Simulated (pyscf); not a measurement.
Cl–Si(Cl)(Cl)–Cl + H• → HCl + Cl–Si•(Cl)–Cl (atom transfer; doublet surface; Cl–Si broken, Cl–H formed). Single points on ωB97X-D3(BJ)/def2-SVP structures (PySCF, gas phase). Rate constants from transition-state theory, ωB97M-D3(BJ)/def2-TZVP energies (ideal gas, 1 atm, RRHO with modes under 100 cm⁻¹ raised to 100, one conformer, R ln 2 for rigid chiral ones; no tunnelling), k in cm³ molecule⁻¹ s⁻¹.

```
T (K)  1000/T  log10 k
-----  ------  -------
298     3.354   -25.73
600     1.667        ?
900     1.111   -14.74
1200    0.833   -13.29
```

### Question
Fit an Arrhenius line to the three values, give the activation energy, and predict k at 600 K.

### Answer
Least squares gives log10 k = -9.23 − 4.92 × 1000/T, so Ea = 4.92 × ln 10 × 1.987 = 22.5 kcal/mol, against an electronic barrier of 20.8. At 600 K the line gives -17.43; the computed value is -17.54 (ΔG‡ = 31.7 kcal/mol), a factor 1.3 under the line, since the plot is curved. This is the saddle that the search found; another between the same sides may lie lower. The angle at the transferred Cl is 180°.
